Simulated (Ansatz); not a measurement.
**AlH₄NSi: basis-set convergence**

An exercise on one series of results from a longer session: the logs are not shown, and one member is left open.

Program: Ansatz 0.2.0, Gaussian basis. Level of theory: one geometry, several basis sets. These are calculated values, not measurements.

The runs, in order: PBE0-D4/def2-SVP; ωB97M-V/def2-SVP; PBE0-D4/def2-QZVPP; ωB97M-V/def2-QZVPP; the functionals' def2-TZVPP values are taken from earlier runs.

### The geometry

All runs share one geometry, relaxed beforehand with PBE0-D4 in a triple-zeta def2 set.

SMILES `[NH]1[AlH][SiH2]1`, 7 atoms, charge 0, spin multiplicity 1.

Atoms are counted from 1 here; the program's logs count them from 0.

Bond lengths: N1–Al2 1.773 Å, N1–Si3 1.763 Å, N1–H4 1.008 Å, Al2–Si3 2.300 Å, Al2–H5 1.579 Å, Si3–H6 1.493 Å, Si3–H7 1.493 Å. Angles: Al2–N1–Si3 81.1°, Al2–N1–H4 148.7°, Si3–N1–H4 130.2°, N1–Al2–Si3 49.2°, N1–Al2–H5 135.9°, Si3–Al2–H5 174.8°, N1–Si3–Al2 49.6°, N1–Si3–H6 115.9°, N1–Si3–H7 115.9°, Al2–Si3–H6 126.6°, Al2–Si3–H7 126.6°, H6–Si3–H7 106.2°.

Set-up of the first run:

in.yaml reads:

```yaml
crystal:
  periodic: [false, false, false]
  atoms:
    - {symbol: N, position_ang: [-0.288734, -0.037401, -0.846897]}
    - {symbol: Al, position_ang: [0.490543, -1.377637, 0.014055]}
    - {symbol: Si, position_ang: [-0.001416, 0.762231, 0.698153]}
    - {symbol: H, position_ang: [-0.717724, 0.310809, -1.690507]}
    - {symbol: H, position_ang: [0.883165, -2.868412, -0.325831]}
    - {symbol: H, position_ang: [-1.219005, 1.201378, 1.442533]}
    - {symbol: H, position_ang: [0.914372, 1.941032, 0.662996]}
basis:
  gaussian: {orbitals: def2-SVP}
hamiltonian: {xc: pbe0, dispersion: d4}
output: {orbitals: {seedname: orbitals}}
```

Run with:

```
$ ansatz run in.yaml --threads 2 --pin off --events-out ev --progress --plain --max-ram 4352MiB
```

Steps of the session up to this table: PBE0-D4 in def2-SVP; ωB97M-V in def2-SVP; PBE0-D4 in def2-QZVPP; ωB97M-V in def2-QZVPP.

One of the session's tables, all rows but one given; the rest of the session is left out.

It belongs to the step «Density functionals: the series». 

```
functional       basis  HOMO (eV)
   PBE0-D4    def2-SVP      -6.49
   PBE0-D4  def2-TZVPP      -6.49
   PBE0-D4  def2-QZVPP      -6.50
   ωB97M-V    def2-SVP      -8.40
   ωB97M-V  def2-TZVPP      -8.43
   ωB97M-V  def2-QZVPP          ?
```

**Question.** Estimate the row for ωB97M-V, def2-QZVPP.

The run gave: HOMO (eV): -8.45. In the column «HOMO (eV)» it is the lowest.
